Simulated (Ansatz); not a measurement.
# LiB+ (doublet): the correlation ladder, def2-TZVPP

The task here is to estimate one member of a computed series from the others.

Method: def2-TZVPP, core rule «outside noble gas», up to 2 orbitals frozen; program: Ansatz 0.2.0, Gaussian basis.

To be run: UHF; ROHF; CCSD(T) on UHF.

2 further runs of the same task are left out: 2 set aside as unsound or not needed.

## What is computed

The geometry is a PBE0/def2-TZVP stationary point (not a proven minimum) of the parent state, kept for this charge and spin.

2 atoms, charge 1, spin multiplicity 2.

Atoms are counted from 1 here; the program's logs count them from 0.

Bond lengths: B1–Li2 2.409 Å.

Geometry (Å):

```
B     0.00000    0.00000    0.00000
Li    0.00000    0.00000    2.40920
```

The first run:

File in.yaml:

```yaml
crystal:
  periodic: [false, false, false]
  atoms:
    - {symbol: B, position_ang: [0.000000, 0.000000, 0.000000]}
    - {symbol: Li, position_ang: [0.000000, 0.000000, 2.409200]}
basis:
  gaussian: {orbitals: def2-TZVPP}
total_charge: 1
magnetization: {spin_polarized: true, initial_magnetization: 1}
hamiltonian: {xc: hf}
output: {orbitals: {seedname: orbitals}}
```

The run is started by

```
$ ansatz run in.yaml --threads 1 --pin off --events-out ev --progress --plain --max-ram 4096MiB --backend cpu
```

Steps of the session up to this table: UHF; ROHF; CCSD(T) on UHF.

One of the session's tables, all rows but one given; the rest of the session is left out.

```
  method  from UCCSD(T) (kJ/mol)
    ROHF                  +173.8
     UHF                  +164.4
    UMP2                   +55.1
   UCCSD                       ?
UCCSD(T)                       0
```

**Question.** Estimate the row for UCCSD.

**Answer.** from UCCSD(T) (kJ/mol): +3.2. In the column «from UCCSD(T) (kJ/mol)» it lies between UCCSD(T) (0) and UMP2 (+55.1).
